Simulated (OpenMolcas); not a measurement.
# AlO (oxoaluminum) at 6 levels

Aim: a comparison of 6 runs (UB3LYP/STO-3G, UM06-2X/STO-3G, UPBE/STO-3G, UPBE0/STO-3G, USVWN5/STO-3G, ROMP2/STO-3G) of AlO (oxoaluminum). 

Program for the calculation: OpenMolcas 26.06.

3 further runs of the same task are left out: 3 set aside as unsound or not needed.

## (1) The structure to begin with

AlO has 2 atoms, charge 0, and is taken as a doublet. As SMILES, `[O]=[Al]`. The shape comes from GFN2-xTB, which is rough for such elements, and wasn't checked as a minimum.

Bond lengths: O1–Al2 1.570 Å.

## (2) The energy at UB3LYP/STO-3G (run 1)

Input file mol.xyz:

```xyz
2

O      0.000000     0.000000     0.000000
Al     0.000000     0.000000     1.570050
```

Input file run.inp:

```
&GATEWAY
  BasLib=$CurrDir
  Coord=mol.xyz
  Basis=STO-3G
  Group=NoSym

&SEWARD
  GridInput
  Grid=UltraFine
  End of Grid

&SCF
  UHF
  Spin=2
  KSDFT=B3LYP
  Thresholds=1e-10 1e-07 1e-07 1e-05
  PrOrbitals=1 1
```

The basis set STO-3G is read from a file made from the Basis Set Exchange's data (not shown).

Started as:

```bash
$ export MOLCAS_MEM=1860
$ pymolcas run.inp > run.log
```

The log of the run:

```text
--- Start Module: gateway ---
[...]
--- Stop Module: gateway /rc=_RC_ALL_IS_WELL_ ---
--- Start Module: seward ---
[...]
      Basis functions           14
--- Stop Module: seward /rc=_RC_ALL_IS_WELL_ ---
--- Start Module: scf ---
[...]
       Convergence after  13 Iterations
[...]
::    Total KS-DFT energy                            -313.5862064295
[...]
      Total spin, S                                     0.5027302559
[...]
      Total electronic charge=   21.000000
      Total            charge=   -0.000000
[...]
      Dipole Moment (debye):
      Origin of the operator (angstrom)=    0.0000    0.0000    0.9857
                   X=  7.3344E-16               Y=  6.8958E-16               Z=  2.3870E+00           Total=  2.3870E+00
      Quadrupole Moment (debye*angstrom):
[...]
--- Stop Module: scf /rc=_RC_ALL_IS_WELL_ ---
[...]
```

Wall time 3.9 s (1 thread of Arm Neoverse V1, shared host); peak memory 0.37 GiB.

## (3) The energy at UM06-2X/STO-3G (run 2)

mol.xyz is that of step 2.

Input file run.input:

```
* AlO Kohn-Sham DFT
&GATEWAY
BasLib=$CurrDir
Coord=mol.xyz
Basis=STO-3G
Group=NoSym
&SEWARD
GridInput
Grid=UltraFine
End of Grid
&SCF
UHF
Spin=2
KSDFT=M062X
Thresholds=1e-10 1e-07 1e-07 1e-05
PrOrbitals=1 1
```

The basis set STO-3G is read from a file made from the Basis Set Exchange's data (not shown).

Started as:

```bash
$ export MOLCAS_MEM=1860
$ pymolcas run.input > run.log
```

The log of the run:

```text
--- Start Module: gateway ---
[...]
--- Stop Module: gateway /rc=_RC_ALL_IS_WELL_ ---
--- Start Module: seward ---
[...]
      Basis functions           14
--- Stop Module: seward /rc=_RC_ALL_IS_WELL_ ---
--- Start Module: scf ---
[...]
       Convergence after  15 Iterations
[...]
::    Total KS-DFT energy                            -313.5878848663
[...]
      Total spin, S                                     0.5050377307
[...]
      Total electronic charge=   21.000000
      Total            charge=   -0.000000
[...]
      Dipole Moment (debye):
      Origin of the operator (angstrom)=    0.0000    0.0000    0.9857
                   X= -1.0219E-15               Y= -1.4644E-15               Z=  2.6843E+00           Total=  2.6843E+00
      Quadrupole Moment (debye*angstrom):
[...]
--- Stop Module: scf /rc=_RC_ALL_IS_WELL_ ---
[...]
```

It took 4.8 s on 1 thread of Arm Neoverse V1, shared host; peak memory 0.37 GiB.

Runs 3 to 5 aren't shown in full; the table further down has their settings and results.

## (4) A single-point energy at ROMP2/STO-3G (run 6)

mol.xyz is that of step 3.

Input file run.inp:

```
&GATEWAY
  BASLIB = $CurrDir
  COORD = mol.xyz
  BASIS = STO-3G
  GROUP = NoSym

&SEWARD

&SCF
  UHF
  SPIN = 2
  THRESHOLDS = 1e-10 1e-07 1e-07 1e-05
  PRORBITALS = 1 1

&RASSCF
  FILEORB = $Project.UnaOrb
  SPIN = 2
  NACTEL = 1 0 0
  INACTIVE = 10
  RAS2 = 1
  OUTORBITALS = Canonical
  ORBLISTING = Nothing

&CASPT2
  IPEA = 0.0
  FROZEN = 6
```

The basis set STO-3G is read from a file made from the Basis Set Exchange's data (not shown).

Started as:

```bash
$ export MOLCAS_MEM=1860
$ pymolcas run.inp > run.log
```

The log of the run:

```text
--- Start Module: gateway ---
[...]
--- Stop Module: gateway /rc=_RC_ALL_IS_WELL_ ---
[...]
      Basis functions           14
[...]
       Convergence after  21 Iterations
[...]
::    Total SCF energy                               -312.7704925814
[...]
      Total spin, S                                     0.5110821545
[...]
--- Start Module: rasscf ---
[...]
      Number of active orbitals                  1
[...]
      Spin quantum number                      0.5
[...]
      Active orbitals                            1
[...]
      Number of CSFs                             1
[...]
      Number of root(s) required                 1
[...]
      Convergence after 11 iterations
[...]
      printout of CI-coefficients larger than  0.05 for root  1
      energy=    -312.765704
      conf/sym  1     Coeff  Weight
             1  u   1.00000 1.00000
      Natural orbitals and occupation numbers for root  1
      sym 1:   1.000000
      ************************************************************************************************************************
      *                                                    Final results                                                     *
[...]
::    RASSCF root number  1 Total energy:   -312.76570374
[...]
      Total electronic charge=   21.000000
      Total            charge=   -0.000000
[...]
      Dipole Moment (debye):
      Origin of the operator (angstrom)=    0.0000    0.0000    0.9857
                   X=  9.8575E-15               Y= -5.4823E-14               Z=  1.6161E+00           Total=  1.6161E+00
      Quadrupole Moment (debye*angstrom):
[...]
--- Stop Module: rasscf /rc=_RC_ALL_IS_WELL_ ---
--- Start Module: caspt2 ---
[...]
 ###    WARNING: User changed nr of frozen orbitals.                         ###
 ###############################################################################
[...]
      E2 (Variational):          -0.0617522449
      Total energy:            -312.8274559808
[...]
      Reference weight:           0.95289
[...]
::    CASPT2 Root  1     Total energy:   -312.82745598
[...]
--- Stop Module: caspt2 /rc=_RC_ALL_IS_WELL_ ---
[...]
```

Run time: 2.6 s. Hardware: 1 thread of Arm Neoverse V1, shared host; peak memory 0.37 GiB.

## (5) Overview of the runs

```tsv
run	level	integration grid	frozen core orbitals	energy (Eh)	dipole moment (D)	HOMO energy (eV)	LUMO energy (eV)	wall time
1	UB3LYP/STO-3G	UltraFine	–	-313.586206	2.39	-2.33	1.31	3.9 s
2	UM06-2X/STO-3G	UltraFine	–	-313.587885	2.68	-3.83	2.92	4.8 s
3	UPBE/STO-3G	UltraFine	–	-313.368840	2.34	-1.06	0.39	3.6 s
4	UPBE0/STO-3G	UltraFine	–	-313.401853	2.45	-2.60	1.67	3.9 s
5	USVWN5/STO-3G	UltraFine	–	-311.975771	2.33	-1.14	0.10	3.3 s
6	ROMP2/STO-3G	–	6	-312.827456	–	–	–	2.6 s
```

## (6) Summary of results

```
           quantity          value
run 6: total energy  -312.82746 Eh
```

Over runs 1, 2, 3, 4, 5 the dipole moment (its size) runs from 2.33 D (USVWN5/STO-3G) to 2.68 D (UM06-2X/STO-3G). Totals of different functionals can't be ranked against each other. In runs 1, 2, 3, 4, 5, 6 the basis is minimal, so the values are rough. All runs together took 22 s, the longest 4.8 s.
